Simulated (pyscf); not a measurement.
Structures and frequencies: ωB97X-D3(BJ)/def2-SVP in PySCF.

For the elementary gas-phase step H₂B–Cl + H₂O → HO–BH–Cl + H₂ (singlet surface; B–H, H–O broken, B–O, H–H formed), what barrier and reaction energy does r²SCAN/def2-TZVP give, measured from the separated reactants?

ΔE‡ = 7.9 kcal/mol, ΔE = -33.7 kcal/mol. ωB97M-D3(BJ)/def2-TZVP gives 12.5 kcal/mol and -31.8 kcal/mol. Zero-point energy shifts the barrier by +1.3 kcal/mol. It is a four-centre exchange, with an imaginary mode of 1452i cm⁻¹. On the reactant side the descent ends in an adduct with a B–O contact, 14.6 kcal/mol under the separated species and 27.5 kcal/mol under the saddle at ωB97X-D3(BJ)/def2-TZVP. What is counted as formed (B–O) is already present as a longer contact in the reactant adduct; forming that adduct is a step of its own. At the saddle there is also a short B–H contact that neither side keeps. The same reactants have a lower exit, to H₂B–OH + HCl (barrier +4.5 kcal/mol at ωB97M-D3(BJ)/def2-TZVP, against +12.5 kcal/mol here). This is the saddle that the search found; another between the same sides may lie lower.
